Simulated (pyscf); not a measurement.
PySCF, gas phase, ωB97X-D3(BJ)/def2-SVP geometries.

### Question
Estimate the classical barrier height and the reaction energy of H₃C–InH₂ + NH₃ → CH₄ + H₂N–InH₂ at PBE/def2-TZVP. The step runs on the singlet surface, breaks C–In, H–N and forms C–H, In–N; take the separated reactants as zero.

### Answer
ΔE‡ = 14.9 kcal/mol, ΔE = -11.7 kcal/mol. CCSD(T)/def2-TZVPP + ΔMP2(QZVPP) gives 18.6 kcal/mol and -11.5 kcal/mol. Zero-point energy shifts the barrier by -0.7 kcal/mol. It is a four-centre exchange, with an imaginary mode of 1609i cm⁻¹. On the reactant side the descent ends in an adduct with a In–N contact, 20.5 kcal/mol under the separated species and 38.1 kcal/mol under the saddle at ωB97X-D3(BJ)/def2-TZVP. What is counted as formed (In–N) is already present as a longer contact in the reactant adduct; forming that adduct is a step of its own. This is the saddle that the search found; another between the same sides may lie lower. The CCSD(T) − MP2 part came from Ansatz, without density fitting, on the same reference. The frozen core leaves the outer d or s,p core shells of the metals and heavy elements correlated in the MP2 and CC values, and def2-TZVPP describes them poorly, which can shift differences by a few kcal/mol. Elements past Kr carry the def2 core potentials, without spin-orbit coupling.
